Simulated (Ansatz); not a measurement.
# [BF2]+ (SMILES F[B+]F) at HF/STO-3G

What is the vertical ionisation energy of [BF2]+ at HF/STO-3G? 

Program for the calculation: Ansatz 0.2.0.

6 further runs of the same task are left out: 3 that didn't finish, 3 set aside as unsound or not needed.

### 1 Starting point

[BF2]+: 3 atoms, total charge +1, spin state singlet. SMILES: `F[B+]F`. Geometry: relaxed at PBE0-D4/def2-TZVP.

Bond lengths: F1–B2 1.226 Å, B2–F3 1.226 Å. Angles: F1–B2–F3 180.0°.

### 2 A single-point energy at HF/STO-3G

File job.yaml:

```yaml
crystal:
  periodic: [false, false, false]
  atoms:
    - symbol: F
      position_ang: [0.329710, 1.140520, 0.307700]
    - symbol: B
      position_ang: [0.000000, -0.000000, 0.000000]
    - symbol: F
      position_ang: [-0.329720, -1.140520, -0.307700]
basis:
  gaussian:
    orbitals: STO-3G
hamiltonian:
  xc: hf
accuracy: high
output: {orbitals: {seedname: orbitals}}
total_charge: 1
```

Started as:

```
ansatz run job.yaml --threads 1 --pin off --max-ram 3480MiB --events-out events.jsonl --progress --plain --runs-dir runs
```

The log of the run:

```text
Warning: RAYON_NUM_THREADS=1 ignored (pool sized by the plan → 1); use --threads N
Functional definition: HF
  name "HF"
  exchange = exact_x
  correlation = 0
245 factors; integrals over basis functions are off by at most 3.1e-8 eV
mean field evaluation 1: about -5989.9997 eV, gradient 3.4e1 eV
mean field evaluation 2: about -5990.0193 eV, gradient 3.4e1 eV
mean field evaluation 4: about -5993.9338 eV, gradient 8.8e-1 eV
mean field evaluation 8: about -5993.9336 eV, gradient 1.1e-5 eV
mean field -5993.93364324 eV, -220.2729985550 hartree, gradient 1.3e-8 eV, S^2 0.000000; 0 other end points of the search recorded, 0 dependent functions left out
reference -5993.93364324 eV, -220.2729985550 hartree; 11, 11 occupied and 4, 4 virtual orbitals, 245 factors
Total energy: -5993.93364324 eV, -220.2729985550 hartree
```

Run time: 0.06 s. Hardware: 1 thread of Arm Neoverse V2, shared host.

### 3 Doublet [BF2]2+, same level

File in.yaml:

```yaml
crystal:
  periodic: [false, false, false]
  atoms:
    - {symbol: F, position_ang: [0.329710, 1.140520, 0.307700]}
    - {symbol: B, position_ang: [0.000000, -0.000000, 0.000000]}
    - {symbol: F, position_ang: [-0.329720, -1.140520, -0.307700]}
basis:
  gaussian:
    orbitals: STO-3G
total_charge: 2
magnetization:
  spin_polarized: true
  initial_magnetization: 1
hamiltonian:
  xc: hf
accuracy: high
output: {orbitals: {seedname: orbitals}}
```

Started as:

```
ansatz run in.yaml --threads 1 --pin off --max-ram 3480MiB --events-out events.jsonl --progress --plain --runs-dir runs
```

The log of the run:

```text
Warning: RAYON_NUM_THREADS=1 ignored (pool sized by the plan → 1); use --threads N
[... 4 set-up lines as earlier in the session ...]
245 factors; integrals over basis functions are off by at most 3.1e-8 eV
mean field evaluation 1: about -5966.1711 eV, gradient 2.3e1 eV
mean field evaluation 2: about -5966.1830 eV, gradient 2.3e1 eV
mean field evaluation 4: about -5970.6737 eV, gradient 2.7e0 eV
mean field evaluation 8: about -5970.8501 eV, gradient 3.2e-2 eV
mean field evaluation 16: about -5970.8440 eV, gradient 6.0e-1 eV
mean field evaluation 32: about -5970.8501 eV, gradient 1.7e-5 eV
mean field evaluation 64: about -5970.8501 eV, gradient 7.6e-6 eV
mean field evaluation 96: about -5970.8501 eV, gradient 2.8e-4 eV
mean field -5970.85006131 eV, -219.4246925657 hartree, gradient 6.8e-8 eV, S^2 0.944638; 5 other end points of the search recorded, 0 dependent functions left out
reference -5970.85006131 eV, -219.4246925657 hartree; 11, 10 occupied and 4, 5 virtual orbitals, 245 factors
Total energy: -5970.85006131 eV, -219.4246925657 hartree
```

Wall time 0.12 s (1 thread of Arm Neoverse V2, shared host).

### 4 Results

Level: HF/STO-3G.

| quantity | value |
| --- | --- |
| singlet [BF2]+: total energy | -220.27300 Eh |
| singlet [BF2]+: HOMO energy | -24.91 eV |
| singlet [BF2]+: LUMO energy | -1.71 eV |
| singlet [BF2]+: HOMO–LUMO gap | 23.19 eV |
| doublet [BF2]2+: total energy | -219.42469 Eh |
| doublet [BF2]2+: HOMO energy (highest over α and β) | -33.84 eV |
| doublet [BF2]2+: LUMO energy (lowest over α and β) | -21.19 eV |
| doublet [BF2]2+: ⟨S²⟩ | 0.945 |
| vertical ionisation energy (to the doublet dication) | 23.084 eV |

In words: The vertical ionisation energy comes to 23.08 eV (532 kcal/mol). −ε(HOMO) before ionisation, 24.91 eV, is 1.82 eV above this ionisation energy. In a minimal basis such a difference can be off by several eV, whatever the method. ⟨S²⟩ (doublet [BF2]2+) is 0.94 where a pure doublet has 0.75: the reference is spin-contaminated.
